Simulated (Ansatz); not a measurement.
```yaml
crystal:
  periodic: [false, false, false]
  atoms:
    - {symbol: N, position_ang: [-1.025479, 0.042621, 1.785549]}
    - {symbol: C, position_ang: [-0.465804, 0.117143, 0.691650]}
    - {symbol: C, position_ang: [0.982940, 1.196761, -0.759353]}
    - {symbol: O, position_ang: [0.982940, 1.146761, -0.809353]}
    - {symbol: O, position_ang: [0.260083, -0.962385, -1.288056]}
    - {symbol: H, position_ang: [-1.958533, 0.464676, 1.793537]}
    - {symbol: H, position_ang: [1.874254, 0.845774, -1.024081]}
    - {symbol: H, position_ang: [0.161291, -1.789395, -0.807164]}
basis:
  gaussian: {orbitals: cc-pVTZ-DK}
hamiltonian: {xc: {name: B97}}
output: {forces: true}
```

```sh
$ ansatz run in.yaml --threads 2 --pin off --events-out ev --progress --plain --max-ram 4352MiB
```

Shortened log:

```
Functional definition: B97
1022 factors; their error is unknown
mean field evaluation 1: about -1183.7224 eV, gradient 1.8e2 eV
mean field evaluation 2: about -1064.2519 eV, gradient 1.9e2 eV
mean field evaluation 4: about -1197.1489 eV, gradient 8.6e1 eV
mean field evaluation 8: about -1212.3203 eV, gradient 1.0e1 eV
mean field evaluation 16: about -1213.3045 eV, gradient 1.7e-2 eV
a density is far from that of the atoms, so the factors are made again for it
1216 factors; integrals over basis functions are off by at most 6.7e-4 eV
mean field -1213.30482225 eV, -44.5881298100 hartree, gradient 1.0e-5 eV, S^2 0.000000; 0 other end points of the search recorded, 0 dependent functions left out
reference -1213.30484388 eV, -44.5881306051 hartree; 19, 19 occupied and 173, 173 virtual orbitals, 1216 factors
Total energy: -1213.30484388 eV, -44.5881306051 hartree
Relativity: scalar
Atom 0 at    -1.025479     0.042621     1.785549 Å, force     0.804164    -0.135586    -4.791361 eV/Å
Atom 1 at    -0.465804     0.117143     0.691650 Å, force     5.220286     3.260321     2.387330 eV/Å
Atom 2 at     0.982940     1.196761    -0.759353 Å, force   -48.900549 87630.929257 87601.769682 eV/Å
Atom 3 at     0.982940     1.146761    -0.809353 Å, force    25.148556 -87629.776731 -87597.117865 eV/Å
Atom 4 at     0.260083    -0.962385    -1.288056 Å, force     0.675812     4.851247    -2.366431 eV/Å
Atom 5 at    -1.958533     0.464676     1.793537 Å, force    -0.048587    -0.346706     0.734260 eV/Å
Atom 6 at     1.874254     0.845774    -1.024081 Å, force    16.427853   -10.097525    -1.587716 eV/Å
Atom 7 at     0.161291    -1.789395    -0.807164 Å, force     0.672466     1.315724     0.972102 eV/Å
Dipole moment:    -0.444358     0.315852     0.291638 e Å
```

**Question.** Something in this input is off. What?

**Answer.** One atom was put on top of another. The run converged. The result belongs to that input, not to the molecule as meant.
